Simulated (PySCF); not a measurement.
# SiO + H₂O → SiH₂ + O₂

Level: PBE0 in the def2-TZVP basis family, all electrons, no relativity, computed in PySCF with density fitting; open shells unrestricted.

| species | state and structure | ZPE (kJ/mol) | H(298 K) − H(0) (kJ/mol) | S° (J/(mol K)) |
| --- | --- | --- | --- | --- |
| SiO | singlet, C∞v, Si–O 1.509 Å | 7.6 | 8.7 | 211.5 |
| H₂O | singlet, C2v, O–H 0.960 Å (×2); H–O–H 105.1° | 56.5 | 9.9 | 188.7 |
| SiH₂ | singlet, C2v, Si–H 1.526 Å (×2); H–Si–H 91.1° | 30.6 | 10.0 | 207.5 |
| O₂ | triplet, D∞h, O–O 1.193 Å | 10.3 | 8.7 | 204.9 |

**Question.** Is the gas-phase reaction uphill or downhill in electronic energy at this level, and by how much?

**Answer.** At PBE0/def2-TZVP, ΔE = 561.4 kJ/mol, uphill. 

**Question.** Add zero-point, thermal and entropy terms for 298.15 K and 1 bar.

**Answer.** ΔZPE = -23.2 and Δ[H(298) − H(0)] = 0.1 kJ/mol give ΔH° = 538.3 kJ/mol. ΔS° = 12.2 J/(mol K), so ΔG° = 538.3 − 298.15 × (0.0122) = 535 kJ/mol.

Only the bonding shown was studied: isomers, or loss of a ligand pair, can lie lower.
